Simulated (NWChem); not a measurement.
System: dimethyl sulfide (C2H6S); SMILES CSC

NWChem input:

```
start job
memory heap 200 mb stack 900 mb global 1100 mb
geometry units angstroms noautoz
  C     -1.379092     0.000000    -0.510968
  S      0.000000     0.000000     0.650724
  C      1.379092     0.000000    -0.510968
  H     -1.374213    -0.899006    -1.146955
  H     -2.302295     0.000000     0.085551
  H     -1.374213     0.899006    -1.146955
  H      1.374213    -0.899006    -1.146955
  H      2.302295     0.000000     0.085551
  H      1.374213     0.899006    -1.146955
end
basis spherical
  * library def2-svp
end
dft
  xc b3lyp
  iterations 150
  mulliken
end
task dft energy
```

Geometry: optimised at PBE0/def2-SVP. B3LYP is NWChem's, with the RPA form of VWN correlation.

### Question
Give the results of this calculation. (B3LYP/def2-SVP.) Quantities: basis functions; energy (Ha); highest occupied level (eV); orbital gap (eV); dipole (D).

### Answer
```yaml
number_of_basis_functions: 76
energy (Ha): -477.84
highest occupied level (eV): -5.84
orbital gap (eV): 7.23
dipole (D): 1.43
```
